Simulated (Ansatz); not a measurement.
**C₂H, doublet: CASSCF and its corrections**

Program: Ansatz, Gaussian basis, development build. Basis cc-pVDZ, nonrelativistic, 2 orbitals frozen in the corrections. State-specific CASSCF; RHF is the lowest restricted (open-shell) Hartree–Fock solution met. Solutions may break the symmetry of the shape. The lowest solution met needn't be the lowest there is, nor hold the orbitals that a chemist would pick.

Geometry:

```xyz
3

H     0.0000    0.0000   -1.6772
C     0.0000    0.0000   -0.5148
C     0.0000    0.0000    0.7943
```

What do CASSCF and its corrections give against RHF in CAS(9,9), and what are the occupations?

CASSCF -3.647 eV, SC-NEVPT2 -6.235 eV; occupations 1.98, 1.97, 1.89, 1.89, 1.00, 0.11, 0.11, 0.03, 0.02.
